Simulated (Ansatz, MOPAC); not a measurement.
CHClF2 (difluorochloromethane): methods side by side

CHClF2, singlet, SMILES `FC(F)Cl`. Each level relaxes the structure for itself.

Each level gives the highest harmonic wavenumber at each level's own minimum (cm⁻¹). The values are calculated.

```tsv
level	kind	program	value (cm⁻¹)
AM1	semi-empirical	MOPAC	2988
PM3	semi-empirical	MOPAC	2863
MNDOD	semi-empirical	MOPAC	3180
PM6-ORG	semi-empirical	MOPAC	2861
HF/STO-3G	Hartree–Fock	Ansatz	3546
HF/3-21G	Hartree–Fock	Ansatz	3430
HF/6-31G* (Cartesian functions)	Hartree–Fock	Ansatz	3400
PBE/def2-SVP	GGA	Ansatz	3029
r2SCAN/def2-TZVP	meta-GGA	Ansatz	3112
PBE0-D4/def2-TZVP	global hybrid	Ansatz	3137
```

Harmonic and unscaled. The values span 2861 to 3546 cm⁻¹.
